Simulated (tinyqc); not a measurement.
MP2 on RHF in the sto-6g basis, frozen core, for LiH, spin multiplicity 1, step by step. One step of it, computed by the program tinyqc.

Problem. Second-order Moller-Plesset energy. E2 = sum_ijab (ia|jb) [2 (ia|jb) - (ib|ja)] / (e_i + e_j - e_a - e_b) over occupied i, j and virtual a, b; the opposite-spin part is (ia|jb)^2 / denominator, the rest is same-spin, and SCS-MP2 scales them by 6/5 and 1/3.

orbital energies (hartree): [-2.391712, -0.273304, 0.076861, 0.162296, 0.162296, 0.506541]

Two-electron integrals over orbitals (pq|rs), unique and non-zero (hartree); the lowest 1 orbital is frozen and left out:
```
(22|22) 0.480312    (32|22) -0.049473   (32|32) 0.013707    (33|22) 0.218814
(33|32) 0.009082    (33|33) 0.337549    (42|42) 0.022240    (43|42) 0.019203
(43|43) 0.041469    (44|22) 0.262981    (44|32) 0.007391    (44|33) 0.282146
(44|44) 0.313125    (52|52) 0.022240    (53|52) 0.019203    (53|53) 0.041469
(54|54) 0.016875    (55|22) 0.262981    (55|32) 0.007391    (55|33) 0.282146
(55|44) 0.279374    (55|55) 0.313125    (62|22) 0.121882    (62|32) -0.035410
(62|33) -0.016752   (62|44) -0.023281   (62|55) -0.023281   (62|62) 0.127005
(63|22) -0.051088   (63|32) 0.009910    (63|33) 0.035624    (63|44) 0.003000
(63|55) 0.003000    (63|62) -0.031972   (63|63) 0.025806    (64|42) -0.019455
(64|43) -0.013685   (64|64) 0.020137    (65|52) -0.019455   (65|53) -0.013685
(65|65) 0.020137    (66|22) 0.449643    (66|32) -0.043154   (66|33) 0.240150
(66|44) 0.266789    (66|55) 0.266789    (66|62) 0.125137    (66|63) -0.043391
(66|66) 0.449025
```

Hartree-Fock energy = -7.94408772 hartree

Give: Terms; Pair energies; MP2 correlation energy; SCS-MP2 correlation energy; MP2 total energy.

Solution.

Terms:
```
i  j  a  b  (ia|jb)  (ib|ja)  denominator       term
2  2  6  6    0.127    0.127       -1.560     -0.010
2  2  6  3   -0.035   -0.035       -1.130  -1.11e-03
2  2  3  6   -0.035   -0.035       -1.130  -1.11e-03
2  2  4  4    0.022    0.022       -0.871  -5.68e-04
2  2  5  5    0.022    0.022       -0.871  -5.68e-04
2  2  3  3    0.014    0.014       -0.700  -2.68e-04
```

Pair energies (hartree; pair i-j sums ij and ji):
```
pair  opposite spin  same spin
2-2          -0.014          0
```

MP2 correlation energy = -0.01396 hartree

SCS-MP2 correlation energy = -0.01676 hartree

MP2 total energy = -7.95805 hartree
